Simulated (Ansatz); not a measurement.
The same path of AlH₅NSi (8 atoms, charge 0, multiplicity 2) was run 3 times with different band settings. The coordinate that changes most is the dihedral H4–N1–Al2–Si3.

The calculation used UKS PBE/STO-3G (Ansatz 0.2.0).

Relaxed end points:

```xyz
8
Properties=species:S:1:pos:R:3
N -2.034 0.927 -0.701
Al -0.201 0.850 -0.587
Si 0.796 -0.727 0.765
H -2.308 0.293 -1.548
H 0.577 1.998 -1.203
H 1.464 -0.139 1.920
H 1.828 -1.477 0.057
H -0.122 -1.725 1.298
```

```xyz
8
Properties=species:S:1:pos:R:3
N -1.716 0.391 -1.536
Al -0.187 0.836 -0.618
Si 0.798 -0.726 0.761
H -2.547 0.693 -0.895
H 0.503 2.131 -1.007
H 1.498 -0.120 1.888
H 1.794 -1.532 0.064
H -0.143 -1.675 1.343
```

Common settings: movable images 7; spring 5.0 eV/Å²; start path through a guess of the saddle point; force threshold 0.05 eV/Å; iteration limit 60; end points relaxed.

| run | climbing image | optimiser |
| --- | --- | --- |
| 1 | yes | quadratic models (default) |
| 2 | from the first iteration | fire |
| 3 | from the first iteration | fire |

Problem. What does each run give, and how far can it be trusted?

Solution. Run 1: converged after 13 iterations, highest image 0.278 eV above the first end. A vibrational analysis at the climbing image gives one clearly imaginary mode, 402i cm⁻¹, and a faint second one (31i cm⁻¹) that may be numerical noise or a soft torsion: probably a first-order saddle point.
Run 2: converged after 42 iterations, highest image 0.280 eV above the first end. Another band between the same ends (7 images) ends at a top of the same energy, where a vibrational analysis finds 1 clearly imaginary mode.
Run 3: converged after 42 iterations, highest image 0.280 eV above the first end. Another band between the same ends (7 images) ends at a top of the same energy, where a vibrational analysis finds 1 clearly imaginary mode.
Limits of this set-up: minimal basis.
